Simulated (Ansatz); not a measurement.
# SiNH2F (SMILES N[Si]F): methods side by side

The species is SiNH2F (5 atoms), meant as a singlet with charge 0. As SMILES, `N[Si]F`. The shape is that of a PBE0-D4/def2-TZVP optimisation. This is one conformer, not always the lowest.

```jsonl
{"atom": "N", "x (Å)": "-0.4213", "y (Å)": "0.2401", "z (Å)": "-0.3311"}
{"atom": "Si", "x (Å)": "0.1361", "y (Å)": "-1.1336", "z (Å)": "0.5051"}
{"atom": "F", "x (Å)": "1.5654", "y (Å)": "-0.5488", "z (Å)": "1.0015"}
{"atom": "H", "x (Å)": "0.0854", "y (Å)": "1.1096", "z (Å)": "-0.4209"}
{"atom": "H", "x (Å)": "-1.3157", "y (Å)": "0.2591", "z (Å)": "-0.7960"}
```

Each level gives the energy change with the N1–H4 bond stretched from 1.010 to 2.021 Å (eV). The values are calculated.

```json
{"level": "r2SCAN/STO-3G (restricted)", "kind": "meta-GGA", "program": "Ansatz", "value (eV)": "4.97", "less FCI/STO-3G": "+0.69"}
{"level": "CAM-B3LYP/STO-3G (restricted)", "kind": "range-separated hybrid", "program": "Ansatz", "value (eV)": "5.68", "less FCI/STO-3G": "+1.40"}
{"level": "wB97X/STO-3G (restricted)", "kind": "range-separated hybrid", "program": "Ansatz", "value (eV)": "5.88", "less FCI/STO-3G": "+1.60"}
{"level": "MP2/STO-3G (restricted)", "kind": "perturbation theory", "program": "Ansatz", "value (eV)": "5.52", "less FCI/STO-3G": "+1.24"}
{"level": "BCCD(T)/STO-3G (restricted)", "kind": "coupled cluster or CI", "program": "Ansatz", "value (eV)": "4.36", "less FCI/STO-3G": "+0.08"}
{"level": "CCSD/STO-3G (restricted)", "kind": "coupled cluster or CI", "program": "Ansatz", "value (eV)": "4.57", "less FCI/STO-3G": "+0.29"}
{"level": "CCSDTQ/STO-3G (restricted)", "kind": "coupled cluster or CI", "program": "Ansatz", "value (eV)": "4.28", "less FCI/STO-3G": "0.00"}
{"level": "FCI/STO-3G", "kind": "exact in the basis", "program": "Ansatz", "value (eV)": "4.28", "less FCI/STO-3G": "0.00"}
```

FCI/STO-3G is exact within its basis and frozen core, so for wave-function methods in that basis the difference is their error; functionals converge differently with the basis, so for them it is only a difference. The first shape isn't each level's own minimum. The values span 4.28 to 5.88 eV. All rows use very small basis sets, so even the best lies far from the true value.
